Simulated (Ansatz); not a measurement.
We consider fcc Au, described by LDA in Ansatz (PAW).

Numerical settings: plane-wave cutoff 500 eV, 30×30×30 k mesh, Fermi–Dirac smearing 0.1 eV, scalar-relativistic PAW data made under PBE.

Computed at the level's own relaxed cell.

Problem. Give the computed equilibrium volume per atom and lattice parameter a.

Solution. 
- equilibrium volume per atom = 16.58 Å³/atom
- lattice parameter a = 4.048 Å

Measured, for comparison: equilibrium volume per atom 16.76 Å³/atom, lattice constant a 4.062 Å (static lattice: zero-point anharmonic expansion removed; as tabulated in Mejia-Rodriguez and Trickey (2018), arXiv:1807.09216). Computed (rounded) less measured: equilibrium volume per atom -1.1 %, lattice constant a -0.3 %.

Spin–orbit coupling is not included; it can shift volumes and moduli of such heavy elements.

Static lattice: no zero-point or thermal effects.

Ansatz is a first-principles code.
